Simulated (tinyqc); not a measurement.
Inside a calculation. Method: MP2 on RHF in the sto-3g basis, frozen core, for H2F+, spin multiplicity 1. One step of it, computed by the program tinyqc.

Problem. Second-order Moller-Plesset energy. E2 = sum_ijab (ia|jb) [2 (ia|jb) - (ib|ja)] / (e_i + e_j - e_a - e_b) over occupied i, j and virtual a, b; the opposite-spin part is (ia|jb)^2 / denominator, the rest is same-spin, and SCS-MP2 scales them by 6/5 and 1/3.

orbital energies (hartree): MO1 -26.535247, MO2 -1.943146, MO3 -1.060127, MO4 -0.977164, MO5 -0.967780, MO6 -0.118016, MO7 0.031152

Two-electron integrals over orbitals (pq|rs), unique and non-zero (hartree); the lowest 1 orbital is frozen and left out:
```
(22|22) 0.860559    (32|32) 0.149647    (33|22) 0.736051    (33|33) 0.698862
(42|22) -0.011394   (42|33) -0.006879   (42|42) 0.164479    (43|32) 0.009507
(43|43) 0.047713    (44|22) 0.817015    (44|33) 0.689505    (44|42) -0.078914
(44|44) 0.865847    (52|52) 0.185048    (53|53) 0.036565    (54|52) -0.027994
(54|54) 0.051103    (55|22) 0.885701    (55|33) 0.725560    (55|42) -0.048465
(55|44) 0.825717    (55|55) 0.997514    (62|22) -0.128485   (62|33) -0.077412
(62|42) -0.047810   (62|44) -0.091983   (62|55) -0.133374   (62|62) 0.064577
(63|32) 0.025883    (63|43) 0.020773    (63|63) 0.074801    (64|22) -0.158231
(64|33) -0.089929   (64|42) 0.007179    (64|44) -0.161998   (64|55) -0.162352
(64|62) 0.057172    (64|64) 0.082734    (65|52) -0.046557   (65|54) -0.011254
(65|65) 0.021748    (66|22) 0.527802    (66|33) 0.520069    (66|42) 0.059718
(66|44) 0.508319    (66|55) 0.509385    (66|62) -0.039822   (66|64) -0.020049
(66|66) 0.518901    (72|32) 0.074236    (72|43) -0.017496   (72|63) -0.021976
(72|72) 0.059066    (73|22) 0.229412    (73|33) 0.168144    (73|42) -0.050220
(73|44) 0.207519    (73|55) 0.244775    (73|62) -0.064186   (73|64) -0.095175
(73|66) 0.010789    (73|73) 0.167993    (74|32) -0.047158   (74|43) 0.005415
(74|63) -0.046477   (74|72) -0.010552   (74|74) 0.046551    (75|53) 0.025874
(75|75) 0.020119    (76|32) -0.084932   (76|43) -0.053088   (76|63) -0.094136
(76|72) 0.001353    (76|74) 0.060837    (76|76) 0.167968    (77|22) 0.588664
(77|33) 0.585437    (77|42) 0.005055    (77|44) 0.567191    (77|55) 0.578557
(77|62) -0.038675   (77|64) -0.032355   (77|66) 0.513547    (77|73) 0.070772
(77|77) 0.551162
```

Hartree-Fock energy = -98.80486016 hartree

Give: Terms; Pair energies; MP2 correlation energy; SCS-MP2 correlation energy; MP2 total energy.

Solution.

Terms:
```
i  j  a  b  (ia|jb)  (ib|ja)  denominator       term
3  3  7  7    0.168    0.168       -2.183     -0.013
3  4  7  6   -0.095   -0.046       -1.950     -0.007
4  3  6  7   -0.095   -0.046       -1.950     -0.007
4  4  6  6    0.083    0.083       -1.718  -3.98e-03
3  3  6  6    0.075    0.075       -1.884  -2.97e-03
3  2  7  6   -0.064   -0.022       -2.916  -2.34e-03
2  3  6  7   -0.064   -0.022       -2.916  -2.34e-03
2  4  6  6    0.057    0.057       -2.684  -1.22e-03
4  2  6  6    0.057    0.057       -2.684  -1.22e-03
2  2  6  6    0.065    0.065       -3.650  -1.14e-03
4  4  7  7    0.047    0.047       -2.017  -1.07e-03
2  2  7  7    0.059    0.059       -3.949  -8.84e-04
5  5  6  6    0.022    0.022       -1.700  -2.78e-04
5  5  7  7    0.020    0.020       -1.998  -2.03e-04
3  2  6  7   -0.022   -0.064       -2.916   1.52e-04
2  3  7  6   -0.022   -0.064       -2.916   1.52e-04
3  4  6  7   -0.046   -0.095       -1.950   5.29e-05
4  3  7  6   -0.046   -0.095       -1.950   5.29e-05
4  2  7  7   -0.011   -0.011       -2.983  -3.73e-05
2  4  7  7   -0.011   -0.011       -2.983  -3.73e-05
```

Pair energies (hartree; pair i-j sums ij and ji):
```
pair  opposite spin  same spin
2-2       -2.03e-03      0.000
3-2       -3.16e-03  -1.22e-03
3-3          -0.016      0.000
4-2       -2.51e-03      0.000
4-3          -0.012  -2.43e-03
4-4          -0.005      0.000
5-5       -4.81e-04      0.000
```

MP2 correlation energy = -0.04429 hartree

SCS-MP2 correlation energy = -0.04998 hartree

MP2 total energy = -98.84915 hartree
